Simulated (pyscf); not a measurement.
O=Mo(=O)(OH)–Cl (SMILES [O]=[Mo](=[O])([OH])[Cl]) + H₂ (SMILES [H][H]) → HO–Mo(OH)(OH)–Cl (SMILES [OH][Mo]([OH])([OH])[Cl]) [singlet], an addition across a multiple bond or ene-type step (singlet surface; H–H broken, H–O, H–O formed). Structures and frequencies: ωB97X-D3(BJ)/def2-SVP in PySCF. Energies in eV from the separated reactants.

AM1 to PM7: differences of heats of formation from MOPAC, which are fitted to 298 K values and so differ in kind from electronic energies by zero-point and thermal terms. 

Q: Quick AM1 single points give ΔE‡ = 2.87 eV and ΔE = +0.91 eV. What does ωB97M-D3(BJ)/def2-TZVP give, and how far is the quick result from it?

A: ωB97M-D3(BJ)/def2-TZVP gives ΔE‡ = 2.17 eV and ΔE = +0.54 eV. AM1 lies 0.70 eV over it in the barrier and 0.36 eV over it in the reaction energy, so on this step it does not hold to within 0.13 eV. ωB97M-D3(BJ)/def2-TZVP has limits of its own. On the product side the descent ends in a point that may be a rotor saddle (no frequency run), 0.22 eV over the lowest minimum found and 1.35 eV under the saddle at ωB97X-D3(BJ)/def2-TZVP. The same reactants have a lower exit, to O=Mo(=O)(OH)–Cl + H₂ (barrier +1.46 eV at ωB97M-D3(BJ)/def2-TZVP, against +2.17 eV here). The other spin state of HO–Mo(OH)(OH)–Cl [singlet] is not in these data. One saddle was located; it need not be the lowest between these sides. A restricted singlet here is unstable towards spin polarisation, as is usual where a triplet lies low; its energy is less safe. In the def2 sets elements past Kr carry core potentials, without spin-orbit coupling.
